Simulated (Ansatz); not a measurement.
C$_{3}$H$_{6}$N$_{2}$, SMILES `CN1C=NC1`, relaxed with RKS PBE0-D4/def2-TZVP in the Gaussian-basis code of Ansatz from a PBE-D4/def2-SVP geometry. The force threshold is 0.005 eV/Å; the program also tests the step.

Charge 0, multiplicity 1.

Start:

```xyz
11

C    -0.978    0.471    0.924
N    -0.065   -0.376    0.189
C     1.329   -0.376    0.238
N     1.640   -0.466   -1.030
C     0.179   -0.352   -1.279
H    -0.847    1.562    0.720
H    -2.024    0.196    0.681
H    -0.835    0.306    2.011
H     1.976   -0.364    1.136
H    -0.109    0.607   -1.760
H    -0.266   -1.209   -1.829
```

(1) How much energy does the relaxation release, and in how many steps? (Best estimate.)

(2) Which bonds change most? (Best estimate.)

(3) Give the relaxed structure. (Best estimate.)

Results:

(1) The calculation gave: 1.36 kcal/mol, in 9 steps, 1 of them rejected.

(2) Ansatz gave: C3–N4 from 1.309 to 1.289 Å; C5–H11 from 1.111 to 1.092 Å; C3–H9 from 1.107 to 1.088 Å; C1–H6 from 1.118 to 1.099 Å.

(3) The calculation gave: 
```xyz
11

C    -0.962    0.463    0.912
N    -0.077   -0.415    0.191
C     1.306   -0.373    0.242
N     1.618   -0.426   -1.008
C     0.167   -0.350   -1.267
H    -0.801    1.527    0.684
H    -1.998    0.211    0.678
H    -0.819    0.315    1.984
H     1.942   -0.356    1.125
H    -0.135    0.600   -1.715
H    -0.241   -1.195   -1.826
```
